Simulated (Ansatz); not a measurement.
One change: `[NH2][Mg][SH]` becomes `[NH2][Mg][Cl]`.

Ansatz, PBE0-D4/def2-TZVP geometries, multiplicity 1. Each molecule was computed in one conformer, which needn't be the lowest.

Outer-core shells of Mg are correlated without core-valence functions.

| property | `[NH2][Mg][SH]` |
| --- | --- |
| vertical ionisation energy (CCSD(T)/def2-TZVPP) / eV | 8.95 |
| HOMO–LUMO gap (B3LYP/def2-TZVPP) / eV | 4.90 |
| LUMO energy (B3LYP/def2-TZVPP) / eV | -1.39 |
| HOMO–LUMO gap (PBE0/def2-TZVPP) / eV | 5.41 |
| LUMO energy (PBE0/def2-TZVPP) / eV | -1.11 |
| zero-point energy (PBE0-D4/def2-TZVP) / kJ/mol | 85.9 |

(1) Give the same properties after the change, and the shifts. (Best estimate.)

Results:

(1) The calculation gave: 
| property | `[NH2][Mg][Cl]` | shift |
| --- | --- | --- |
| vertical ionisation energy (CCSD(T)/def2-TZVPP) / eV | 9.15 | 0.20 |
| HOMO–LUMO gap (B3LYP/def2-TZVPP) / eV | 4.90 | 0.00 |
| LUMO energy (B3LYP/def2-TZVPP) / eV | -1.54 | -0.15 |
| HOMO–LUMO gap (PBE0/def2-TZVPP) / eV | 5.43 | 0.02 |
| LUMO energy (PBE0/def2-TZVPP) / eV | -1.24 | -0.13 |
| zero-point energy (PBE0-D4/def2-TZVP) / kJ/mol | 66.1 | -19.8 |

The zero-point energy changes by -19.8 kJ/mol with -3 modes.

B3LYP here is the variant with VWN-RPA as its local correlation; programs differ in this.
